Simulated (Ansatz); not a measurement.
Abridged output of a molecular run in Ansatz:

```
Functional definition: HF
623 factors; integrals over basis functions are off by at most 1.1e-3 eV
mean field evaluation 1: about -3784.2632 eV, gradient 2.1e1 eV
mean field evaluation 2: about -3784.2654 eV, gradient 2.1e1 eV
mean field evaluation 4: about -3785.1508 eV, gradient 2.4e0 eV
mean field evaluation 8: about -3785.1642 eV, gradient 2.3e-5 eV
mean field -3785.16418691 eV, -139.1022181926 hartree, gradient 1.1e-6 eV, S^2 0.000000; 0 other end points of the search recorded, 0 dependent functions left out
2 core orbitals not correlated: weight in the atoms' cores, before any rotation towards them, 1.000 or more for the frozen orbitals, at most 0.000 for the correlated occupied ones
reference -3785.16418691 eV, -139.1022181926 hartree; 7, 7 occupied and 95, 95 virtual orbitals, 623 factors
second order -11.75847599 eV of doubles, -0.00000000 eV of singles
cycle   1  -11.91686454 eV  change   -1.6e-1 eV  update   6.3e-2
cycle   2  -12.16320038 eV  change   -2.5e-1 eV  update   1.8e-2
cycle   3  -12.21880939 eV  change   -5.6e-2 eV  update   8.0e-3
cycle   4  -12.21442277 eV  change    4.4e-3 eV  update   1.4e-3
cycle   5  -12.21445288 eV  change   -3.0e-5 eV  update   5.0e-4
cycle   6  -12.21480128 eV  change   -3.5e-4 eV  update   1.3e-4
cycle   7  -12.21476785 eV  change    3.3e-5 eV  update   4.2e-5
cycle   8  -12.21475851 eV  change    9.3e-6 eV  update   1.1e-5
perturbative correction -0.35290745 eV, -0.0129691095 hartree
Total energy: -3797.73185287 eV, -139.5640713978 hartree
```

Its atoms:

```xyz
5

C     0.046    0.009   -0.039
F    -0.985   -0.199    0.849
H    -0.108    0.964   -0.547
H     0.057   -0.802   -0.770
H     0.991    0.028    0.508
```

(1) Which basis set was used?
A. cc-pV(D+d)Z
B. def2-SVP
C. def2-TZVPP
D. cc-pV(Q+d)Z

(2) Write the keys of the input that set method, charge and spin (a neutral closed shell needs none for the last two).

## Answers

(1) C. It gives 104 functions.

(2) 
```yaml
correlation: {method: ccsd_t}
```
